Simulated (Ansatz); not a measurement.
Frontier orbitals of CH2BN (`B1C=N1`).

Cartesian coordinates in Å:
```
B -0.4626 -0.5773 -0.0212
C 0.3160 0.6285 -0.1292
N 0.7101 -0.2615 0.7357
H -1.3001 -1.3869 -0.2037
H 0.7367 1.5971 -0.3817
```

Charge 0, multiplicity 1. All single points use the PBE0-D4/def2-TZVP geometry. Basis def2-TZVPP, Ansatz 0.2.0.

```
functional  HOMO (eV)  LUMO (eV)
    B97M-V      -6.46      -1.88
```

Task: Give HOMO and LUMO (eV) with LDA (SPW92), PBE, revPBE, BLYP, r2SCAN, PBE0, B3LYP, r2SCANh, r2SCAN0, HSE06 (plane-wave form), BHLYP, CAM-B3LYP, LC-ωPBE, ωB97X-V, ωB97M-V, HF. (Estimate.)

Result: The calculation gave: 
| functional | HOMO | LUMO |
| --- | --- | --- |
| LDA (SPW92) | -6.26 | -2.61 |
| PBE | -6.12 | -2.34 |
| revPBE | -6.07 | -2.24 |
| BLYP | -6.02 | -2.19 |
| r2SCAN | -6.35 | -2.04 |
| PBE0 | -7.51 | -1.07 |
| B3LYP | -7.30 | -1.34 |
| r2SCANh | -6.88 | -1.58 |
| r2SCAN0 | -7.67 | -0.90 |
| HSE06 (plane-wave form) | -7.10 | -1.46 |
| BHLYP | -8.84 | 0.26 |
| CAM-B3LYP | -8.96 | 0.19 |
| LC-ωPBE | -10.34 | 1.45 |
| ωB97X-V | -9.95 | 1.39 |
| ωB97M-V | -9.86 | 1.29 |
| HF | -10.88 | 3.00 |

B3LYP here is the variant with VWN-RPA as its local correlation; programs differ in this. LC-ωPBE has ω = 0.4 bohr⁻¹. Positive LUMOs are unbound and depend on the basis.
